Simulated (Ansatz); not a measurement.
Relaxation of ClFH$_{4}$Si (7 atoms, charge 0, multiplicity 1), to a largest force component of 0.03 eV/Å in at most 50 steps.

Theory: RKS PBE-D4/6-31G* in Ansatz 0.2.0.

```xyz
7
Properties=species:S:1:pos:R:3
Si 0.241 0.445 -0.387
H 0.060 -0.215 2.199
Cl 1.908 -0.275 -1.372
H -0.638 1.118 -1.386
H -0.428 -0.723 0.249
F 0.707 1.548 0.680
H 0.313 0.408 2.433
```

Where does it end, and by what steps?

The run converged. The force dipped under the threshold on the way, but the program's further checks kept it going. After 27 steps the energy has fallen by 0.265 eV; H2 moved furthest, 1.54 Å.

| step | energy less start (eV) | largest force component (eV/Å) | accepted |
| --- | --- | --- | --- |
| 0 | 0.0000 | 1.432 | yes |
| 1 | -0.1543 | 0.292 | yes |
| 2 | -0.2139 | 0.332 | yes |
| 3 | -0.2437 | 0.099 | yes |
| 4 | -0.2499 | 0.087 | yes |
| 5 | -0.2533 | 0.152 | yes |
| 6 | -0.2234 | 1.154 | no |
| 7 | -0.2570 | 0.069 | yes |
| 8 | -0.2519 | 0.584 | no |
| 9 | -0.2586 | 0.051 | yes |
| 10 | -0.2595 | 0.130 | yes |
| 11 | -0.2607 | 0.009 | yes |
| 12 | -0.2609 | 0.162 | yes |
| 13 | -0.2617 | 0.031 | yes |
| 14 | -0.2619 | 0.003 | yes |
| 15 | -0.2623 | 0.086 | yes |
| 16 | -0.2625 | 0.068 | yes |
| 17 | -0.2628 | 0.037 | yes |
| 18 | -0.2631 | 0.032 | yes |
| 19 | -0.2633 | 0.077 | yes |
| 20 | -0.2635 | 0.064 | yes |
| 21 | -0.2637 | 0.017 | yes |
| 22 | -0.2639 | 0.031 | yes |
| 23 | -0.2629 | 0.250 | no |
| 24 | -0.2642 | 0.046 | yes |
| 25 | -0.2642 | 0.102 | yes |
| 26 | -0.2645 | 0.055 | yes |
| 27 | -0.2646 | 0.008 | yes |

```xyz
7
Properties=species:S:1:pos:R:3
Si 0.192 0.407 -0.839
H 0.255 0.045 3.707
Cl 1.996 -0.115 -1.695
H -0.450 1.433 -1.710
H -0.620 -0.835 -0.680
F 0.456 1.055 0.621
H 0.335 0.316 3.012
```

Whether the end is a true minimum wasn't checked by a vibrational analysis.

Time of the run: 47 s on 1 thread of Arm Neoverse V1, with other jobs on the host, peak memory 0.12 GiB.
